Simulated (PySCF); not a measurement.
Compound: allene, C3H4.
Atom-mapped SMILES: `[CH2:1]=[C:2]=[CH2:3]` (hydrogens: H4, H5 on C1; H6, H7 on C3)

Computed by this run: PySCF, PBE0-D3(BJ)/def2-TZVP geometry optimisation, gas phase; density fitting, grid level 2; the optimiser is geomeTRIC in internal coordinates, started from a GFN2-xTB structure with every atom displaced at random (about 0.01 Å).

Step 0: E = -3171.4970 eV
```
atom  x, y, z in Å  |  force x, y, z in eV/Å
C1     -1.2577   -0.1344    0.1376   -2.365  -0.390   0.113
C2     -0.0048   -0.0041   -0.0047    0.963   0.020   0.071
C3      1.2613    0.1279   -0.1305    1.896   0.472  -0.035
H4     -1.9404    0.4214   -0.4939   -0.110   0.101   0.005
H5     -1.7093   -0.8398    0.8338    0.147   0.106  -0.014
H6      1.8473   -0.4645   -0.8294   -0.161  -0.053   0.014
H7      1.8410    0.8629    0.4458   -0.371  -0.255  -0.155
```

Step 1: E = -3171.4569 eV
```
atom  x, y, z in Å  |  force x, y, z in eV/Å
C1     -1.2773   -0.1901    0.1164    0.364   1.620  -1.087
C2      0.0131   -0.0431    0.0117   -0.218  -0.232   0.267
C3      1.3034    0.0843   -0.0783   -0.257   0.891  -0.239
H4     -1.9295    0.4982   -0.4587    0.322  -0.696   0.238
H5     -1.7220   -0.8464    0.8067   -0.515  -0.780   0.823
H6      1.8391   -0.4698   -0.8240    0.347  -0.315  -0.202
H7      1.8107    0.9361    0.3850   -0.042  -0.488   0.199
```

Step 2: E = -3171.5281 eV
```
atom  x, y, z in Å  |  force x, y, z in eV/Å
C1     -1.2807   -0.1577    0.1084   -0.038   0.255   0.085
C2      0.0088   -0.0267    0.0014   -0.004  -0.151  -0.086
C3      1.2997    0.0928   -0.1033   -0.084   0.473  -0.268
H4     -1.9692    0.4721   -0.4559    0.168  -0.206  -0.061
H5     -1.7157   -0.8446    0.8235   -0.017  -0.047   0.075
H6      1.8838   -0.4706   -0.8225   -0.076  -0.133   0.027
H7      1.8109    0.9041    0.4071    0.052  -0.191   0.228
```

Step 3: E = -3171.5561 eV
```
atom  x, y, z in Å  |  force x, y, z in eV/Å
C1     -1.2779   -0.1498    0.1199   -0.028  -0.096   0.146
C2      0.0065   -0.0032   -0.0013    0.039   0.025   0.142
C3      1.2921    0.1391   -0.1226   -0.027  -0.073  -0.162
H4     -1.9532    0.4287   -0.4953   -0.131   0.045  -0.058
H5     -1.7098   -0.8411    0.8430    0.084   0.090  -0.127
H6      1.8308   -0.4757   -0.8377    0.093   0.040   0.063
H7      1.8492    0.8714    0.4527   -0.030  -0.031  -0.004
```

**Question.** Estimate the geometry and energy of step 4. (The exact step hangs on the optimiser's Hessian estimate; all steps are aligned on step 3, rigid shifts and turns removed.)

**Answer.** E = -3171.5595 eV, largest force 0.098 eV/Å
```
atom  x, y, z in Å  |  force x, y, z in eV/Å
C1     -1.2806   -0.1430    0.1220    0.007   0.069  -0.070
C2      0.0048   -0.0027   -0.0053    0.009  -0.022  -0.032
C3      1.2903    0.1339   -0.1349    0.011   0.032   0.044
H4     -1.9725    0.4279   -0.4896    0.025  -0.002   0.019
H5     -1.6993   -0.8344    0.8417   -0.035  -0.065   0.059
H6      1.8577   -0.4736   -0.8311   -0.015  -0.026  -0.015
H7      1.8372    0.8612    0.4559   -0.002   0.014  -0.005
```

The energy changes by -0.0034 eV. The first-order estimate −F·Δx gives -0.0090 eV and the mean of the old and new forces, exact on a quadratic surface, -0.0034 eV. The step makes an angle of 58° with the force vector and moves no atom by more than 0.028 Å.

The cost below is that of the whole optimisation. On one thread of an AMD EPYC 9R45, on a shared host, this took 10 s of wall time and 0.48 GiB of memory at its peak.
